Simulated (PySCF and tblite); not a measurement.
The numbers below are computed, except where a source is named.
vinylene carbonate, C₃H₂O₃, numbered as in [O:1]=[c:2]1[o:3][cH:4][cH:5][o:6]1.

Classical Langevin dynamics with GFN2-xTB (tblite), gas phase: time step 1.5 fs, H mass 4 u, friction 0.005 fs⁻¹, 400 steps to settle and 8000 to sample, one trajectory a temperature from the lowest conformer.

GIAO shieldings at B3LYP/pcSseg-1 (PySCF) on 10 frames a temperature; like atoms are averaged, and of two unlike H on one atom a is the less shielded at the minimum.

Question: How far do thermal motions move the shieldings from their values at the minimum?

Answer: 
| signal | σ at minimum (ppm) | Δσ, 200 K | Δσ, 400 K | Δσ, 600 K |
| --- | --- | --- | --- | --- |
| O1 | 32.1 | 2.0 ± 3.5 | -5.8 ± 6.1 | -14.9 ± 7.2 |
| C2 | 22.8 | 1.0 ± 1.0 | -0.5 ± 1.5 | -2.9 ± 1.9 |
| O3/O6 | 104.2 | 0.7 ± 1.8 | -6.2 ± 2.6 | -6.9 ± 3.2 |
| C4/C5 | 43.0 | -2.5 ± 1.0 | 0.9 ± 1.6 | -4.4 ± 1.9 |
| H4/H5 | 24.76 | -0.01 ± 0.07 | -0.23 ± 0.11 | -0.12 ± 0.16 |

Errors are standard errors over frames. Zero-point motion is missing, and a reference compound would move too.

Question: What do the single frames at 400 K give for O1?

Answer: 
```
t (fs)  V above the minimum, tight binding (kcal/mol)  E above it, DFT (kcal/mol)  torsions (°)  σ (ppm)
  1200                                            6.3                         5.7          none     14.9
  2400                                            7.3                         8.1          none      5.8
  3600                                            7.9                         9.0          none     30.8
  4800                                            3.2                         4.6          none     55.2
  6000                                            6.6                         7.6          none     53.8
  7200                                            9.8                         9.9          none     -4.9
  8400                                           11.4                        11.5          none     30.7
  9600                                            5.3                         6.2          none     19.9
 10800                                            6.5                         5.6          none     21.6
 12000                                            9.3                         9.2          none     35.8
```

Question: How does the lowest singlet excitation (PBE0/def2-SVPD) spread?

Answer: 6.66 eV at the minimum; 6.60 eV with a spread of 0.05 eV at 200 K; 6.46 eV with a spread of 0.16 eV at 400 K; 6.41 eV with a spread of 0.20 eV at 600 K.

Changes within two standard errors are not significant.

The study took 7.5 min on 1 thread of INTEL XEON PLATINUM 8581C @ 2.10GHz, on a host shared with other jobs (rough), peak memory 0.62 GiB, launched as `OMP_NUM_THREADS=1 python ens_run.py task.json out`.
